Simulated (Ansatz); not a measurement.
The input, for Ansatz 0.2.0:

```yaml
crystal:
  periodic: [false, false, false]
  atoms:
    - {symbol: Ge, position_ang: [0.000000, 0.000000, 0.000000]}
    - {symbol: B, position_ang: [0.000000, 0.000000, 1.840600]}
basis:
  gaussian: {orbitals: 6-31G}
total_charge: -1
magnetization: {spin_polarized: true, initial_magnetization: 0}
correlation: {method: ccsdt_q, electrons: outside_noble_gas}
scf: {lower_state_search: off}
```

```sh
$ ansatz run in.yaml --threads 1 --pin off --events-out ev --progress --plain --max-ram 2393MiB
```

Log:

```
these checks for a lower state are left out or cut short: stability, starts, cluster_reference, orbital_swaps, neighbouring_geometries, increment
633 factors; integrals over basis functions are off by at most 1.3e-7 eV
mean field evaluation 1: about -57128.9238 eV, gradient 1.3e1 eV
mean field evaluation 2: about -57128.9466 eV, gradient 1.2e1 eV
mean field evaluation 4: about -57130.6982 eV, gradient 2.2e0 eV
mean field evaluation 8: about -57130.7796 eV, gradient 2.4e-1 eV
mean field evaluation 16: about -57130.7833 eV, gradient 1.2e-6 eV
mean field -57130.78334856 eV, -2099.5175634239 hartree, gradient 1.2e-6 eV, S^2 0.000000; 0 other end points of the search recorded, 0 dependent functions left out
15 core orbitals not correlated: weight in the atoms' cores, before any rotation towards them, 0.997 or more for the frozen orbitals, at most 0.001 for the correlated occupied ones
reference -57130.78334856 eV, -2099.5175634239 hartree; 4, 4 occupied and 19, 19 virtual orbitals, 633 factors
second order -3.92648934 eV of doubles, -0.00000000 eV of singles
cycle   1  -3.71911022 eV  change    2.1e-1 eV  update   1.6e-1
cycle   2  -4.12789248 eV  change   -4.1e-1 eV  update   1.2e-1
cycle   3  -4.45899105 eV  change   -3.3e-1 eV  update   5.0e-2
cycle   4  -4.56062494 eV  change   -1.0e-1 eV  update   2.6e-2
cycle   5  -4.58092594 eV  change   -2.0e-2 eV  update   1.3e-2
cycle   6  -4.58825747 eV  change   -7.3e-3 eV  update   4.4e-3
cycle   7  -4.59241608 eV  change   -4.2e-3 eV  update   2.1e-3
cycle   8  -4.59142635 eV  change    9.9e-4 eV  update   8.8e-4
cycle   9  -4.59187279 eV  change   -4.5e-4 eV  update   5.6e-4
cycle  10  -4.59221927 eV  change   -3.5e-4 eV  update   3.6e-4
cycle  11  -4.59224060 eV  change   -2.1e-5 eV  update   2.2e-4
cycle  12  -4.59237486 eV  change   -1.3e-4 eV  update   9.1e-5
cycle  13  -4.59235148 eV  change    2.3e-5 eV  update   2.7e-5
cycle  14  -4.59235702 eV  change   -5.5e-6 eV  update   1.0e-5
cycle  15  -4.59236318 eV  change   -6.2e-6 eV  update   4.3e-6
cycle  16  -4.59236105 eV  change    2.1e-6 eV  update   1.5e-6
cycle  17  -4.59236111 eV  change   -6.5e-8 eV  update   7.2e-7
cycle  18  -4.59236018 eV  change    9.3e-7 eV  update   4.0e-7
cycle  19  -4.59236031 eV  change   -1.4e-7 eV  update   1.9e-7
perturbative correction -0.04334692 eV, -0.0015929699 hartree
Total energy: -57135.41905579 eV, -2099.6879225225 hartree
Checks for a lower state left out: stability, starts, cluster_reference, orbital_swaps, neighbouring_geometries, increment
```

The T1 diagnostic is 0.041.

Ran on 1 thread of AMD EPYC 9R45, shared host: 2.5 s wall, 0.14 GiB peak host memory.
